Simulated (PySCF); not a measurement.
# LiF⁺: one state, many levels of theory

State: ²Π (doublet), unpaired electrons π ↑. Set-up: PySCF, no relativity, basis sets Li pcseg-2, F pcseg-2. De refers to Li⁺ + F in their high-spin ground configurations, without counterpoise correction. The functionals are run spin-unrestricted. A positive dipole points towards F; it is taken about the centre of mass and depends on that origin. Levels whose curve was spin-contaminated or gave no clean fit are not listed.

```
      Level  Re (Å)  ωe (cm⁻¹)  De (eV)  μ (D)
        UHF   2.047        289    0.230  -6.73
    UHF-MP2   2.042        294    0.254    n/a
UHF-SCS-MP2   2.037        296    0.255    n/a
   UHF-CCSD   2.032        297    0.256    n/a
UHF-CCSD(T)   2.034        297    0.259    n/a
        PBE   2.071        294    0.285  -6.69
       PW91   2.066        297    0.300  -6.67
     r²SCAN   2.078        280    0.237  -6.77
       PBE0   2.051        298    0.269  -6.66
       MN15   2.102        276    0.233  -6.88
  CAM-B3LYP   2.025        314    0.290  -6.55
```

The bond length runs from 2.025 Å (CAM-B3LYP) to 2.102 Å (MN15). De spans 0.23 eV (UHF, mean field) to 0.30 eV (PW91, GGA). Correlation at CCSD(T) changes the Hartree–Fock bond energy by +0.03 eV; the triples alone change it by +0.00 eV.

Correlated steps freeze 1 core orbital. The bond is weak. Basis-set superposition, not corrected here, can be much of De in a small basis, most of all at correlated wavefunction levels. For an ion De counts to the pair picked by the measured ionisation energies or electron affinities, which need not be the lowest pair at this level. The state is the lowest determinant that a PBE0 search found; another state may lie lower at other levels.
